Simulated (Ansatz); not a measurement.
Process, species as SMILES: C#C (C2H2) → [C-]#C + H+
B3LYP-D3(BJ)/def2-TZVP geometries, fixed; electronic energies without zero-point terms.
Largest species:
```xyz
4

C      0.0000     0.0000    -0.5984
C      0.0000     0.0000     0.5984
H      0.0000     0.0000     1.6611
H      0.0000     0.0000    -1.6611
```

Basis-set convergence of the deprotonation energy at PBE with Ansatz (an electronic-structure program). Cartesian d functions, on some or all atoms, in 6-31G*, 6-31+G*; all else is spherical. No added dispersion term, no relativity. Functions are those of the species that has most. Reference: the value in aug-pcseg-3, 382.10 kcal/mol, itself unsure by roughly 0.37 kcal/mol (its mean distance from aug-cc-pVQZ, def2-QZVPPD). Deviations are taken from unrounded values.

```tsv
basis	functions	deprotonation energy (kcal/mol)
6-31G*	34	401.80
6-31+G*	42	379.02
cc-pVDZ	38	393.99
aug-cc-pVDZ	64	379.13
def2-SVP	38	394.39
def2-SVPD	56	385.46
pcseg-1	38	388.60
aug-pcseg-1	64	379.03
6-311G**	48	393.11
6-311+G**	56	381.41
def2-TZVP	74	385.57
def2-TZVPD	92	383.45
cc-pVTZ	88	389.00
aug-cc-pVTZ	138	381.92
pcseg-2	88	384.25
aug-pcseg-2	138	382.06
def2-TZVPP	90	385.78
def2-TZVPPD	108	383.74
cc-pVQZ	170	385.85
aug-cc-pVQZ	252	382.09
def2-QZVPP	174	383.60
def2-QZVPPD	192	382.82
pcseg-3	186	382.43
aug-pcseg-3	268	382.10
```

What the diffuse functions change, pair by pair:
- 6-31G* to 6-31+G*: 8 more functions, deviation 19.70 to -3.08 kcal/mol
- cc-pVDZ to aug-cc-pVDZ: 26 more functions, deviation 11.88 to -2.97 kcal/mol
- def2-SVP to def2-SVPD: 18 more functions, deviation 12.29 to 3.35 kcal/mol
- pcseg-1 to aug-pcseg-1: 26 more functions, deviation 6.49 to -3.07 kcal/mol
- 6-311G** to 6-311+G**: 8 more functions, deviation 11.01 to -0.69 kcal/mol
- def2-TZVP to def2-TZVPD: 18 more functions, deviation 3.46 to 1.35 kcal/mol
- cc-pVTZ to aug-cc-pVTZ: 50 more functions, deviation 6.89 to -0.19 kcal/mol
- pcseg-2 to aug-pcseg-2: 50 more functions, deviation 2.15 to -0.04 kcal/mol
- def2-TZVPP to def2-TZVPPD: 18 more functions, deviation 3.68 to 1.64 kcal/mol
- cc-pVQZ to aug-cc-pVQZ: 82 more functions, deviation 3.75 to -0.02 kcal/mol
- def2-QZVPP to def2-QZVPPD: 18 more functions, deviation 1.49 to 0.72 kcal/mol
- pcseg-3 to aug-pcseg-3: 82 more functions, deviation 0.32 to 0.00 kcal/mol

Leaving out the reference's own pair, they bring the value nearer the reference by more than 0.37 kcal/mol in 11 of 11 pairs.
